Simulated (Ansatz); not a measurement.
Molecular dynamics of AlClH₂O

Input file:

```yaml
crystal:
  periodic: [false, false, false]
  atoms:
    - { symbol: Al, position_ang: [-0.260504, -0.803323, 0.461985] }
    - { symbol: O, position_ang: [0.134307, 0.496458, -0.709545] }
    - { symbol: H, position_ang: [-0.472141, -0.573759, -1.218791] }
    - { symbol: Cl, position_ang: [0.207042, -0.471536, 2.504571] }
    - { symbol: H, position_ang: [0.391296, 1.35226, -1.03822] }
basis:
  gaussian: { orbitals: def2-SVP }
hamiltonian:
  xc: hf
md:
  timestep: 0.5
  n_steps: 200
  ensemble: nve
  temperature: 300.0
  initial_velocities: maxwell_boltzmann
  seed: 4428
```

Command:

```bash
$ ansatz run input.yaml --threads 1 --pin off --max-ram 2048MiB --backend cpu --events-out ev --progress --plain --runs-dir out
```

It starts at the highest image of a converged band. Of that band: Neighbouring images differ by up to 1.8 eV, so the band resolves the path poorly. A vibrational analysis at the climbing image gives one clearly imaginary mode, 1983i cm⁻¹: a first-order saddle point.

Output, in part (one step line in 7, the closing report, with atoms numbered from 0):

```
md step     0: t =     0.00 fs  T =   300.0 K  F+E_penalty+E_count = -21147.25468754 eV  E_kin = 0.116334 eV  conserved = -21147.13835354 eV  (28 SCF iters)
md step     7: t =     3.50 fs  T =   647.0 K  F+E_penalty+E_count = -21147.38797897 eV  E_kin = 0.250895 eV  conserved = -21147.13708391 eV  (24 SCF iters)
md step    14: t =     7.00 fs  T =  2964.6 K  F+E_penalty+E_count = -21148.29964791 eV  E_kin = 1.149604 eV  conserved = -21147.15004429 eV  (22 SCF iters)
md step    21: t =    10.50 fs  T =  3187.6 K  F+E_penalty+E_count = -21148.38108507 eV  E_kin = 1.236084 eV  conserved = -21147.14500139 eV  (22 SCF iters)
md step    28: t =    14.00 fs  T =  2888.4 K  F+E_penalty+E_count = -21148.25785841 eV  E_kin = 1.120082 eV  conserved = -21147.13777631 eV  (22 SCF iters)
md step    35: t =    17.50 fs  T =  3625.6 K  F+E_penalty+E_count = -21148.54093843 eV  E_kin = 1.405954 eV  conserved = -21147.13498469 eV  (22 SCF iters)
md step    42: t =    21.00 fs  T =  2876.3 K  F+E_penalty+E_count = -21148.25023666 eV  E_kin = 1.115363 eV  conserved = -21147.13487360 eV  (22 SCF iters)
md step    49: t =    24.50 fs  T =  4213.6 K  F+E_penalty+E_count = -21148.78656638 eV  E_kin = 1.633963 eV  conserved = -21147.15260345 eV  (28 SCF iters)
md step    56: t =    28.00 fs  T =  4737.9 K  F+E_penalty+E_count = -21148.98062028 eV  E_kin = 1.837260 eV  conserved = -21147.14336057 eV  (25 SCF iters)
md step    63: t =    31.50 fs  T =  4104.5 K  F+E_penalty+E_count = -21148.73271372 eV  E_kin = 1.591657 eV  conserved = -21147.14105636 eV  (25 SCF iters)
md step    70: t =    35.00 fs  T =  4090.3 K  F+E_penalty+E_count = -21148.73584390 eV  E_kin = 1.586151 eV  conserved = -21147.14969241 eV  (25 SCF iters)
md step    77: t =    38.50 fs  T =  3377.4 K  F+E_penalty+E_count = -21148.44477945 eV  E_kin = 1.309679 eV  conserved = -21147.13510013 eV  (25 SCF iters)
md step    84: t =    42.00 fs  T =  3439.9 K  F+E_penalty+E_count = -21148.47542704 eV  E_kin = 1.333918 eV  conserved = -21147.14150886 eV  (25 SCF iters)
md step    91: t =    45.50 fs  T =  3605.5 K  F+E_penalty+E_count = -21148.54015740 eV  E_kin = 1.398156 eV  conserved = -21147.14200146 eV  (33 SCF iters)
md step    98: t =    49.00 fs  T =  4624.4 K  F+E_penalty+E_count = -21148.94437453 eV  E_kin = 1.793245 eV  conserved = -21147.15112954 eV  (36 SCF iters)
md step   105: t =    52.50 fs  T =  3691.5 K  F+E_penalty+E_count = -21148.58026061 eV  E_kin = 1.431495 eV  conserved = -21147.14876550 eV  (32 SCF iters)
md step   112: t =    56.00 fs  T =  2947.6 K  F+E_penalty+E_count = -21148.27836126 eV  E_kin = 1.143035 eV  conserved = -21147.13532614 eV  (26 SCF iters)
md step   119: t =    59.50 fs  T =  3491.4 K  F+E_penalty+E_count = -21148.48523861 eV  E_kin = 1.353890 eV  conserved = -21147.13134907 eV  (32 SCF iters)
md step   126: t =    63.00 fs  T =  2708.0 K  F+E_penalty+E_count = -21148.18606635 eV  E_kin = 1.050095 eV  conserved = -21147.13597176 eV  (32 SCF iters)
md step   133: t =    66.50 fs  T =  4233.9 K  F+E_penalty+E_count = -21148.79101055 eV  E_kin = 1.641828 eV  conserved = -21147.14918287 eV  (32 SCF iters)
md step   140: t =    70.00 fs  T =  4614.8 K  F+E_penalty+E_count = -21148.93689478 eV  E_kin = 1.789544 eV  conserved = -21147.14735074 eV  (32 SCF iters)
md step   147: t =    73.50 fs  T =  3931.2 K  F+E_penalty+E_count = -21148.66819018 eV  E_kin = 1.524434 eV  conserved = -21147.14375599 eV  (26 SCF iters)
md step   154: t =    77.00 fs  T =  4777.4 K  F+E_penalty+E_count = -21149.00395350 eV  E_kin = 1.852572 eV  conserved = -21147.15138179 eV  (31 SCF iters)
md step   161: t =    80.50 fs  T =  3182.5 K  F+E_penalty+E_count = -21148.36822764 eV  E_kin = 1.234092 eV  conserved = -21147.13413579 eV  (34 SCF iters)
md step   168: t =    84.00 fs  T =  2991.9 K  F+E_penalty+E_count = -21148.29247299 eV  E_kin = 1.160186 eV  conserved = -21147.13228649 eV  (32 SCF iters)
md step   175: t =    87.50 fs  T =  3581.8 K  F+E_penalty+E_count = -21148.52805271 eV  E_kin = 1.388958 eV  conserved = -21147.13909433 eV  (32 SCF iters)
md step   182: t =    91.00 fs  T =  4667.2 K  F+E_penalty+E_count = -21148.96626169 eV  E_kin = 1.809837 eV  conserved = -21147.15642488 eV  (32 SCF iters)
md step   189: t =    94.50 fs  T =  4140.6 K  F+E_penalty+E_count = -21148.75994089 eV  E_kin = 1.605647 eV  conserved = -21147.15429430 eV  (25 SCF iters)
md step   196: t =    98.00 fs  T =  3855.3 K  F+E_penalty+E_count = -21148.63438459 eV  E_kin = 1.494996 eV  conserved = -21147.13938829 eV  (22 SCF iters)
md step   200: t =   100.00 fs  T =  4593.2 K  F+E_penalty+E_count = -21148.93142131 eV  E_kin = 1.781143 eV  conserved = -21147.15027798 eV  (34 SCF iters)
Total energy: -21148.93142131 eV, -777.2088944724 hartree
Atom 0 at    -0.676584    -2.044090     1.288440 Å, force    -0.346073    -0.677130    -0.320336 eV/Å
Atom 1 at     0.695318     1.930911    -1.046726 Å, force    -3.547696    -5.513387     1.858909 eV/Å
Atom 2 at     1.128026     2.578404    -1.420892 Å, force     3.289267     5.039549    -2.265654 eV/Å
Atom 3 at     0.218224    -0.283153     2.007304 Å, force     0.358766     0.733355     0.308369 eV/Å
Atom 4 at     0.630859     2.019349    -0.118205 Å, force     0.245735     0.417613     0.418712 eV/Å
Dipole moment:     0.044095     0.078611     0.124284 e Å
```

All steps were run. The conserved energy stayed within 4.1 meV per atom of its start (net change -2.4 meV per atom), so there is no drift, though single steps change it by up to 20 meV in the whole system, a sign of fast motions only just resolved. The system heated up, since it started high on the potential surface and ran downhill. A run of 0.1 ps of so small a system gives no equilibrium averages. The orbitals stay closed-shell, which can raise the energy where a bond breaks towards radicals; this wasn't checked here.

The step under study would form O2–H3 and break Al1–O2, Al1–H3. These pairs go: O2–H3 1.33 → 0.86 Å, Al1–O2 1.79 → 4.81 Å, Al1–H3 1.71 → 5.65 Å. In the last frame they stand as after the step (other bonds may differ from the relaxed reactants and products). It ends as AlCl + H2O. Pairs count as bonded within 1.25 times the sum of covalent radii (0.12 Å more for H–H).

Last frame:

```xyz
5
Properties=species:S:1:pos:R:3
Al -0.677 -2.044 1.288
O 0.695 1.931 -1.047
H 1.128 2.578 -1.421
Cl 0.218 -0.283 2.007
H 0.631 2.019 -0.118
```

Time of the run: 90 s on 1 thread of Intel(R) Xeon(R) Platinum 8488C (Sapphire Rapids) (shared host), peak memory 0.11 GiB.
